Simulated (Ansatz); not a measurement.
C$_{4}$H$_{3}$F (`C#C/C=C/F`), relaxed with RKS PBE-D4/def2-SVP in the Gaussian-basis code of Ansatz from a rough embedded geometry. The force threshold is 0.03 eV/Å; the program also tests the step.

Charge 0, multiplicity 1.

Start:

```xyz
8

C     1.775    0.299    1.124
C     0.684    0.035    0.727
C    -0.617   -0.254    0.215
C    -0.881    0.008   -1.093
F    -2.123   -0.315   -1.587
H     2.748    0.457    1.593
H    -1.382   -0.530    0.877
H    -0.203    0.299   -1.856
```

```tsv
step	energy (eV)	largest force (eV/Å)	largest move (Å)
1	-6897.6172	3.377	0.000
2	-6897.7761	1.744	0.109
3	-6897.8351	1.146	0.064
4	-6897.8477	0.890	0.010
5	-6897.8652	0.302	0.017
6	-6897.8665	0.239	0.021
7	-6897.8684	0.063	0.009
8	-6897.8692	0.067	0.008
9	-6897.8694	0.063	0.011
10	-6897.8695	0.014	0.004
```

End:

```xyz
8

C     1.799    0.276    1.192
C     0.691    0.057    0.714
C    -0.602   -0.205    0.192
C    -0.916   -0.042   -1.113
F    -2.143   -0.298   -1.576
H     2.778    0.470    1.607
H    -1.393   -0.559    0.876
H    -0.215    0.302   -1.892
```

Hardware: 2 threads of an Arm Neoverse V2 on a shared host. Wall time 11 s, peak host memory 0.11 GiB.
